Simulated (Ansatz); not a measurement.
Two isomers of C6H12: A = `C/C=C/C(C)C`, B = `CCC=C(C)C`.

Isolated molecules relaxed with PBE0-D4/def2-TZVP in Ansatz; ΔE leaves out vibrations. CCSD(T)/CBS adds triple-zeta CCSD(T) − MP2 to the extrapolated MP2 energy (def2 sets, frozen cores). Functionals use def2-TZVPP. B3LYP here is the variant with VWN-RPA as its local correlation; programs differ in this. One conformer a species, not always the lowest.

**Question.** Which isomer does CCSD(T)/CBS put lower? Give the gap. (Estimate.)

**Answer.** The calculation gave: B, by 0.8 kcal/mol.

**Question.** Give E(B) − E(A) in kcal/mol with LDA (SPW92), CCSD(T)/def2-SVP, B2PLYP, PBE-D4, CCSD/def2-TZVPP, B3LYP-D4, BLYP-D4. (Best estimate.)

**Answer.** Ansatz gave: LDA (SPW92) -1.8, CCSD(T)/def2-SVP -0.8, B2PLYP -1.4, PBE-D4 -1.9, CCSD/def2-TZVPP -0.8, B3LYP-D4 -1.6, BLYP-D4 -1.8. None reverses the order clearly.

Largest T1 diagnostic: 0.009.

Leaving LDA and LC-ωPBE aside and taking each functional with its dispersion term where it has one, the values, not all of them listed here, spread over 1.0 kcal/mol, from PBE-D4 to ωB97M-V.
